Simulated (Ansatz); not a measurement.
# CH5Al (triplet): the correlation ladder at distance Al1–H4 along a hydrogen transfer = 1.475 Å, cc-pVDZ

The task here is to estimate one member of a computed series from the others.

Program: Ansatz 0.2.0, Gaussian basis. Level of theory: cc-pVDZ, core rule «outside noble gas», up to 6 orbitals frozen. These are calculated values, not measurements.

The runs, in order: UHF; CCSD(T) on ROHF; CCSD(T) on UHF; BCCD(T) on ROHF; CISD; CCSDT(Q) on ROHF; CCSDT(Q) on UHF; CASSCF and NEVPT2, 4 electrons in 4 orbitals.

10 further runs of the same task are left out: 1 for a mislabelled method, 7 that didn't finish, 2 set aside as unsound or not needed.

### The geometry

The geometry derives from fragments relaxed apart (PBE0/def2-TZVP) and kept rigid, so it is no stationary point. A hydrogen atom is moved between rigid fragments.

7 atoms, charge 0, spin multiplicity 3.

Atoms are counted from 1 here; the program's logs count them from 0.

Bond lengths: Al1–H2 1.586 Å, Al1–H3 1.586 Å, Al1–H4 1.475 Å, C5–H6 1.079 Å, C5–H7 1.079 Å. Angles: H2–Al1–H3 120.0°, H2–Al1–H4 120.0°, H3–Al1–H4 120.0°, H6–C5–H7 134.8°.

Set-up of the first run:

Input file in.yaml:

```yaml
crystal:
  periodic: [false, false, false]
  atoms:
    - {symbol: Al, position_ang: [-1.114496, 0.000000, 0.000000]}
    - {symbol: H, position_ang: [-1.907420, 1.373384, 0.000000]}
    - {symbol: H, position_ang: [-1.907419, -1.373384, 0.000000]}
    - {symbol: H, position_ang: [0.360504, 0.000000, 0.000000]}
    - {symbol: C, position_ang: [2.332504, 0.000000, 0.000000]}
    - {symbol: H, position_ang: [2.746972, 0.000000, 0.996161]}
    - {symbol: H, position_ang: [2.746972, 0.000000, -0.996161]}
basis:
  gaussian: {orbitals: cc-pVDZ}
magnetization: {spin_polarized: true, initial_magnetization: 2}
hamiltonian: {xc: hf}
output: {orbitals: {seedname: orbitals}}
```

Started as:

```console
> ansatz run in.yaml --threads 1 --pin off --events-out ev --progress --plain --max-ram 2393MiB
```

Steps of the session up to this table: UHF; CCSD(T) on ROHF; CCSD(T) on UHF; BCCD(T) on ROHF; CISD; CCSDT(Q) on ROHF; CCSDT(Q) on UHF; CASSCF and NEVPT2, 4 electrons in 4 orbitals.

One of the session's tables, all rows but one given; the rest of the session is left out.

```
     method  from UCCSDT(Q) (meV)
       ROHF                     ?
        UHF               +6092.5
       RMP2               +1340.9
       UMP2               +1326.8
       CISD                +581.7
      RCCSD                +120.6
      UCCSD                +118.2
   RCCSD(T)                 +27.1
   UCCSD(T)                 +26.4
    BCCD(T)                 +26.9
     RCCSDT                  +4.2
     UCCSDT                  +3.3
  RCCSDT(Q)                  +0.9
  UCCSDT(Q)                     0
CASSCF pair               +5789.9
NEVPT2 pair               +1337.4
```

**Question.** Estimate the row for ROHF.

**Answer.** from UCCSDT(Q) (meV): +6259.2. In the column «from UCCSDT(Q) (meV)» it is the highest.

To keep in mind: Restricted and unrestricted rows rest on different reference determinants; where their highest levels disagree by more than a few hundredths of an eV, they describe different states and don't form one ladder.
